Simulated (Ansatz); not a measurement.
How the LA phonon frequency at X of zinc-blende CdS (metastable phase) moves with the method

No measured value is used here.

```
level (code)                   value (cm⁻¹)  cell (Å³/atom)
-----------------------------  ------------  --------------
LDA (Ansatz)                            151           23.85
PBE (Ansatz)                            141           26.02
r²SCAN (Ansatz)                         147           25.38
B3LYP (VWN-RPA form) (Ansatz)           144           26.60
HSE06 (Ansatz)                          148           25.48
PBE0 (Ansatz)                           149           25.42
```

Each level is taken at its own relaxed cell. Cutoffs and k meshes differ between the levels. Ansatz's density-functional and Hartree–Fock values are scalar-relativistic unless marked +SOC, with PAW data made under PBE.

Ansatz is a quantum-chemistry and plane-wave program.
